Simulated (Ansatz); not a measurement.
C₂H₉B, closed shell: a trajectory.

Input (in.yaml):

```yaml
crystal:
  periodic: [false, false, false]
  atoms:
    - {symbol: B, position_ang: [-0.557548, 1.789180, 0.434877]}
    - {symbol: C, position_ang: [0.592987, -0.273378, -0.471239]}
    - {symbol: C, position_ang: [-0.018570, -1.576020, -0.002396]}
    - {symbol: H, position_ang: [-1.594535, 1.254218, 0.180403]}
    - {symbol: H, position_ang: [-0.041784, 2.507231, -0.368188]}
    - {symbol: H, position_ang: [0.563960, 0.475182, 0.355750]}
    - {symbol: H, position_ang: [-0.173962, 1.807287, 1.569904]}
    - {symbol: H, position_ang: [1.660785, -0.359528, -0.687539]}
    - {symbol: H, position_ang: [0.101266, 0.122161, -1.358182]}
    - {symbol: H, position_ang: [0.075600, -2.344833, -0.772778]}
    - {symbol: H, position_ang: [0.472277, -1.947172, 0.899446]}
    - {symbol: H, position_ang: [-1.080278, -1.454327, 0.219741]}
basis:
  gaussian: {orbitals: def2-SVP}
hamiltonian: {xc: pbe0, dispersion: d4}
md: {n_steps: 25, timestep: 0.5, temperature: 8000, ensemble: nvt_nose_hoover, seed: 519, initial_velocities: maxwell_boltzmann}
```

Run by:

```bash
ansatz run in.yaml --threads 2 --pin off --events-out ev --progress --plain --max-ram 4352MiB
```

The run's output (Ansatz 0.2.0):

```
Functional definition: PBE0
  name "PBE0"
  cite "Adamo & Barone, J. Chem. Phys. 110, 6158 (1999) doi:10.1063/1.478522"
  cite "Perdew, Burke & Ernzerhof, Phys. Rev. Lett. 77, 3865 (1996) doi:10.1103/PhysRevLett.77.3865"
  parent pbe
  parameter a = 0.25
  parameter kappa = 0.804
  parameter beta = 0.06672455060314922
  exchange = (1 - a)*pbe_x(kappa = kappa, mu = beta*pi^2/3) + a*exact_x
  correlation = pbe_c(beta = beta)
990 factors; integrals over basis functions are off by at most 3.2e-4 eV
mean field evaluation 1: about -2885.2830 eV, gradient 4.2e1 eV
mean field evaluation 2: about -2884.6521 eV, gradient 4.5e1 eV
mean field evaluation 4: about -2889.9268 eV, gradient 9.4e-1 eV
mean field evaluation 8: about -2889.9277 eV, gradient 1.1e-2 eV
mean field -2889.92768155 eV, -106.2028834336 hartree, gradient 3.4e-5 eV, S^2 0.000000; 0 other end points of the search recorded, 0 dependent functions left out
the calculation of the forces begins
reference -2889.92770914 eV, -106.2028844476 hartree; 13, 13 occupied and 74, 74 virtual orbitals, 990 factors
md step     0: t =     0.00 fs  T =  8000.0 K  F+E_penalty+E_count = -2890.05255211 eV  E_kin = 10.340800 eV  conserved = -2879.71175219 eV  (21 SCF iters)
md step     1: t =     0.50 fs  T =  7791.3 K  F+E_penalty+E_count = -2889.78513674 eV  E_kin = 10.071087 eV  conserved = -2879.71405169 eV  (23 SCF iters, 3 dispersion substeps)
md step     2: t =     1.00 fs  T =  7222.6 K  F+E_penalty+E_count = -2889.03473537 eV  E_kin = 9.335897 eV  conserved = -2879.69885719 eV  (23 SCF iters, 3 dispersion substeps)
md step     3: t =     1.50 fs  T =  6499.3 K  F+E_penalty+E_count = -2888.06952573 eV  E_kin = 8.401038 eV  conserved = -2879.66856518 eV  (23 SCF iters, 3 dispersion substeps)
md step     4: t =     2.00 fs  T =  5950.4 K  F+E_penalty+E_count = -2887.34504389 eV  E_kin = 7.691512 eV  conserved = -2879.65373677 eV  (23 SCF iters, 3 dispersion substeps)
md step     5: t =     2.50 fs  T =  5728.6 K  F+E_penalty+E_count = -2887.07613351 eV  E_kin = 7.404787 eV  conserved = -2879.67176605 eV  (23 SCF iters, 3 dispersion substeps)
md step     6: t =     3.00 fs  T =  5662.4 K  F+E_penalty+E_count = -2887.01198446 eV  E_kin = 7.319230 eV  conserved = -2879.69348793 eV  (23 SCF iters, 3 dispersion substeps)
md step     7: t =     3.50 fs  T =  5505.3 K  F+E_penalty+E_count = -2886.81302928 eV  E_kin = 7.116126 eV  conserved = -2879.69804938 eV  (23 SCF iters, 3 dispersion substeps)
md step     8: t =     4.00 fs  T =  5163.2 K  F+E_penalty+E_count = -2886.36349286 eV  E_kin = 6.673904 eV  conserved = -2879.69123798 eV  (23 SCF iters, 3 dispersion substeps)
md step     9: t =     4.50 fs  T =  4677.9 K  F+E_penalty+E_count = -2885.72673402 eV  E_kin = 6.046616 eV  conserved = -2879.68234346 eV  (23 SCF iters, 3 dispersion substeps)
md step    10: t =     5.00 fs  T =  4133.1 K  F+E_penalty+E_count = -2885.01491688 eV  E_kin = 5.342503 eV  conserved = -2879.67527390 eV  (24 SCF iters, 3 dispersion substeps)
md step    11: t =     5.50 fs  T =  3602.8 K  F+E_penalty+E_count = -2884.32393810 eV  E_kin = 4.656956 eV  conserved = -2879.67051968 eV  (25 SCF iters, 3 dispersion substeps)
md step    12: t =     6.00 fs  T =  3142.0 K  F+E_penalty+E_count = -2883.72485863 eV  E_kin = 4.061373 eV  conserved = -2879.66773318 eV  (25 SCF iters, 3 dispersion substeps)
md step    13: t =     6.50 fs  T =  2783.1 K  F+E_penalty+E_count = -2883.25897926 eV  E_kin = 3.597445 eV  conserved = -2879.66652139 eV  (24 SCF iters, 3 dispersion substeps)
md step    14: t =     7.00 fs  T =  2537.0 K  F+E_penalty+E_count = -2882.93974639 eV  E_kin = 3.279327 eV  conserved = -2879.66618387 eV  (24 SCF iters, 3 dispersion substeps)
md step    15: t =     7.50 fs  T =  2405.9 K  F+E_penalty+E_count = -2882.76965705 eV  E_kin = 3.109810 eV  conserved = -2879.66644222 eV  (25 SCF iters, 3 dispersion substeps)
md step    16: t =     8.00 fs  T =  2386.4 K  F+E_penalty+E_count = -2882.74433932 eV  E_kin = 3.084662 eV  conserved = -2879.66718742 eV  (25 SCF iters, 3 dispersion substeps)
md step    17: t =     8.50 fs  T =  2469.6 K  F+E_penalty+E_count = -2882.85197028 eV  E_kin = 3.192153 eV  conserved = -2879.66836572 eV  (24 SCF iters, 3 dispersion substeps)
md step    18: t =     9.00 fs  T =  2643.6 K  F+E_penalty+E_count = -2883.07745405 eV  E_kin = 3.417056 eV  conserved = -2879.67015394 eV  (25 SCF iters, 3 dispersion substeps)
md step    19: t =     9.50 fs  T =  2889.4 K  F+E_penalty+E_count = -2883.39660238 eV  E_kin = 3.734823 eV  conserved = -2879.67296286 eV  (25 SCF iters, 3 dispersion substeps)
md step    20: t =    10.00 fs  T =  3175.5 K  F+E_penalty+E_count = -2883.76916172 eV  E_kin = 4.104680 eV  conserved = -2879.67735538 eV  (25 SCF iters, 3 dispersion substeps)
md step    21: t =    10.50 fs  T =  3454.5 K  F+E_penalty+E_count = -2884.13418217 eV  E_kin = 4.465262 eV  conserved = -2879.68377161 eV  (25 SCF iters, 3 dispersion substeps)
md step    22: t =    11.00 fs  T =  3660.4 K  F+E_penalty+E_count = -2884.40591546 eV  E_kin = 4.731374 eV  conserved = -2879.69164738 eV  (24 SCF iters, 3 dispersion substeps)
md step    23: t =    11.50 fs  T =  3719.8 K  F+E_penalty+E_count = -2884.48660139 eV  E_kin = 4.808177 eV  conserved = -2879.69799859 eV  (24 SCF iters, 3 dispersion substeps)
md step    24: t =    12.00 fs  T =  3589.1 K  F+E_penalty+E_count = -2884.31437986 eV  E_kin = 4.639231 eV  conserved = -2879.69729597 eV  (25 SCF iters, 3 dispersion substeps)
md step    25: t =    12.50 fs  T =  3312.6 K  F+E_penalty+E_count = -2883.94247118 eV  E_kin = 4.281822 eV  conserved = -2879.68534914 eV  (24 SCF iters, 3 dispersion substeps)
Total energy: -2883.94249809 eV, -105.9829319984 hartree
Atom 0 at    -0.307598     1.744377     0.212496 Å, force    -0.913188    -7.093051     1.142871 eV/Å
Atom 1 at     0.277766     0.077379    -0.425416 Å, force     1.837019    -2.120371     5.286498 eV/Å
Atom 2 at    -0.051672    -1.866880     0.086614 Å, force     8.769800     7.151612    -1.299742 eV/Å
Atom 3 at    -1.232861     1.117134     0.150262 Å, force    -3.126644     0.131389    -0.201753 eV/Å
Atom 4 at     0.168796     2.646444     0.185076 Å, force     2.930949     6.318408    -2.035965 eV/Å
Atom 5 at     0.601308     0.928185     0.705316 Å, force    -1.183126    -0.156203    -0.305110 eV/Å
Atom 6 at    -0.166345     1.531935     1.361758 Å, force    -0.005061    -0.278999     2.232128 eV/Å
Atom 7 at     1.326241    -0.136030    -0.223212 Å, force     0.686850    -0.320152    -0.563585 eV/Å
Atom 8 at     0.195412     0.300032    -1.403311 Å, force    -0.770218     0.176876    -4.028665 eV/Å
Atom 9 at     0.497783    -1.948570    -0.848278 Å, force    -0.307182    -0.867994    -0.693802 eV/Å
Atom 10 at     0.841106    -2.119414     0.765257 Å, force    -1.694048     0.722435    -0.095814 eV/Å
Atom 11 at    -0.778131    -2.492731     0.123917 Å, force    -6.225151    -3.663951     0.562941 eV/Å
Dipole moment:     0.317038    -0.413110    -0.082034 e Å

[the SCF lines of later steps are left out]
```

The lines “mean field evaluation” count trial sets of orbitals through the whole run, from several starts and some on an approximate energy, so they need not fall steadily or lie above the final value.

The run took about 43 s on 2 CPU threads of an Arm Neoverse V1 (shared host).


The run ended normally. The set temperature is far above any at which the molecule holds together: the atoms start with that much kinetic energy, which flows into stretching the bonds.